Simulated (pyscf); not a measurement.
Structures and frequencies: ωB97X-D3(BJ)/def2-SVP in PySCF. MP2 and CC: frozen core, UHF for open shells. ΔMP2 is the change of the MP2 total energy from the triple- to the quadruple-zeta basis.

SMILES: C=C(C)O
```xyz
10

C      0.7181     0.2076     1.1810
C     -0.2745    -0.3282     0.4575
C     -1.5568    -0.8666     1.0184
O     -0.2434    -0.4545    -0.8972
H      0.6363     0.2824     2.2662
H      1.6321     0.5827     0.7086
H     -1.6615    -1.9317     0.7570
H     -2.4123    -0.3343     0.5729
H     -1.5908    -0.7571     2.1100
H      0.5931    -0.1009    -1.2235
```

Problem. List the bond dissociation enthalpies at 298 K of `[CH2]=[C]([CH3])[OH]` from CCSD(T)/def2-TZVPP + ΔMP2(QZVPP), from the weakest bond up.

Solution. H–O to •H₂C–C(CH₃)=O + H•: 85.3 kcal/mol; C–H to •H₂C–C(=CH₂)–OH + H•: 90.7 kcal/mol; C–C to H₂C=C•–OH + CH₃•: 102.6 kcal/mol; C–O to H₂C=C•–CH₃ + OH•: 109.2 kcal/mol; C–H to •HC=C(CH₃)–OH + H•: 113.8 kcal/mol. Ring and multiple bonds, and those that leave no two simple radicals, are not listed. The radicals are drawn with the spin at the cut bond; how far it spreads was not checked. •HC=C(CH₃)–OH lies 31.4 kcal/mol over its isomer H₃C–CH₂–C•=O, and others may lie lower still (electronic energy, ωB97M-D3(BJ)). H₂C=C•–OH lies 31.7 kcal/mol over its isomer H₃C–C•=O, and others may lie lower still (electronic energy, ωB97M-D3(BJ)). Other isomers of •H₂C–C(CH₃)=O were not searched in full and may lie lower. The CCSD(T) − MP2 part came from Ansatz, without density fitting, on the same reference. A UHF reference is spin-contaminated (<S²> up to 0.95), which harms MP2 most. Left out: the spin-orbit lowering of OH.
